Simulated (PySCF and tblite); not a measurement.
Results of a calculation; reference values are marked as such.
System: C3H5Cl2F, numbered as in [CH3:1][C@H:2]([F:3])[CH:4]([Cl:5])[Cl:6].

Geometries: B3LYP-D3(BJ)/def2-SVP; energies: BHandHLYP/pcSseg-1 + D3(BJ); zero-point and thermal terms from GFN2-xTB harmonic modes (soft modes blended into free rotors). Rates follow Eyring's equation with the number of equivalent paths and no tunnelling. (PySCF 2.14 with density fitting, tblite 0.8.)

Q: How high is the barrier to the rotation about the C2–C4 bond (torsion C1–C2–C4–Cl5 from -68° to -183°, falling), through which structure does it pass, and what rate follows at 298 K?

A: The electronic barrier is 5.3 kcal/mol and ΔG‡(298 K) 6.1 kcal/mol, over a C1 saddle with an imaginary mode of 52i cm⁻¹ (GFN2-xTB). With 1 equivalent path, k is 2.1×10⁸ s⁻¹, a mean lifetime of the start of 4.7 ns against this motion. The end lies 0.7 kcal/mol above the start in free energy.
